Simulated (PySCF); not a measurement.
**Simulated absorption spectrum**

Compound: C4H9N.
Numbering: `[CH2:1]=[CH:2][N:3]([CH3:4])[CH3:5]` (hydrogens: H6, H7 on C1; H8 on C2; H9, H10, H11 on C4; H12, H13, H14 on C5)

Level of theory: PySCF 2.14.0, density-fitted response routines, TDDFT CAM-B3LYP/def2-SVPD, vertical, gas phase, core orbitals frozen in the response. Geometry: GFN2-xTB; no solvent, vibrations or thermal averaging. Torsions of this conformer, `[CH2:1]=[CH:2][N:3]([CH3:4])[CH3:5]`: C1–C2–N3–C4 9°.

Computed states:

```csv
state,E (eV),f
S1,5.45,0.059
S2,6.13,0.181
S3,6.26,0.059
S4,6.47,0.096
S5,7.13,0.011
S6,7.37,0.016
S7,7.54,0.015
S8,7.77,0.049
```

Each state is given a Gaussian of 0.5 eV full width at half maximum, with ε(max) = 2.175×10⁸ f / Δν̃ (Δν̃ the width in cm⁻¹). The width is an assumption, not a result. The curve ends short of the highest state used, and states not computed would add to its high-energy end.

(1) What does the envelope look like, and where are its maxima?

(2) On this curve, what absorbance would a 10⁻³ mol/L sample give at 248 nm over a 1 cm path?

(3) Coming from long wavelengths, where does ε first pass 100 L mol⁻¹ cm⁻¹?

Answers

(1) 
| λ (nm) | ε (L mol⁻¹ cm⁻¹) |
| --- | --- |
| 172.8 | 1420 |
| 176.0 | 1028 |
| 179.1 | 1052 |
| 182.2 | 1886 |
| 185.4 | 3871 |
| 188.5 | 6697 |
| 191.7 | 9963 |
| 194.8 | 12776 |
| 198.0 | 14524 |
| 201.1 | 14441 |
| 204.3 | 12440 |
| 207.4 | 9383 |
| 210.5 | 6336 |
| 213.7 | 4085 |
| 216.8 | 3030 |
| 220.0 | 2840 |
| 223.1 | 3059 |
| 226.3 | 3253 |
| 229.4 | 3166 |
| 232.6 | 2763 |
| 235.7 | 2180 |
| 238.8 | 1561 |
| 242.0 | 1005 |
| 245.1 | 603 |
| 248.3 | 328 |
| 251.4 | 170 |
| 254.6 | 80 |
| 257.7 | 36 |
| 260.9 | 15 |
| 264.0 | 6 |

Maxima: 227 nm (5.46 eV), ε about 3300, made up of S1 (98%); 199 nm (6.22 eV), ε about 15000, made up of S2 (61%), S3 (21%) and S4 (18%) (ε in L mol⁻¹ cm⁻¹; maxima over ε = 5, shares over 10%). At its high-energy end, 7.17 eV, the curve is still rising (ε about 1400, from S5, S6 and S7).

(2) 248 nm is 4.999 eV, where ε is about 350 L mol⁻¹ cm⁻¹, so A = ε c l ≈ 0.35 (Beer–Lambert, with the gas-phase spectrum and the assumed width).

(3) At about 254 nm (4.89 eV), 0.56 eV below S1.
